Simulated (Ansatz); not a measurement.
Reaction (SMILES): F (HF) → HF+ (doublet, bonded as F) + e-
B3LYP-D3(BJ)/def2-TZVP geometries, fixed; electronic energies without zero-point terms.

Core correlation in the adiabatic ionisation energy at CCSD(T) with Ansatz (a program for electronic structure), in eV: frozen core against all electrons. Core-valence sets carry the plain set on hydrogen. Open shells are unrestricted.

```tsv
basis	functions, most	frozen core	all electrons	core term (second minus first)
cc-pVDZ	19	15.263	15.267	0.004
cc-pCVDZ	23	15.271	15.277	0.006
cc-pVTZ	44	15.808	15.821	0.014
cc-pwCVTZ	57	15.812	15.825	0.013
cc-pCVTZ	57	15.811	15.823	0.013
cc-pVQZ	85	16.005	16.020	0.015
cc-pwCVQZ	114	16.007	16.021	0.014
cc-pCVQZ	114	16.006	16.020	0.014
```

The largest core-valence set, cc-pCVQZ, gives a core term of 0.014 eV; the valence set cc-pVQZ, which lacks functions for the core, gives 0.015.
